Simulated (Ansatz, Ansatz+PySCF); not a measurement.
```xyz
4

C     0.0000    0.0000   -0.2809
O     0.0000    1.0414    0.1900
O     0.0000   -1.0414    0.1900
H     0.0000    0.0000   -1.3552
```

RHF-MP2 on singlet CHO₂(-) was run in several spherical basis sets with Ansatz (development build ahead of 0.2.0). Frozen core: 3 orbitals. Caution: no diffuse functions for an anion. Caution for RHF-MP2: no unrestricted run beside it, a lower state can exist.

Rank the basis sets by the total energy that they give, lowest first, with the distance from the lowest.
A. def2-TZVP
B. cc-pVTZ
C. def2-SVP
D. cc-pVDZ
E. 6-31G(d)

A (0.00 eV), B (0.24 eV), D (6.04 eV), E (7.04 eV), C (10.31 eV).

Totals follow the description of the cores as much as that of the bonds, so this order isn't one of quality for chemistry.
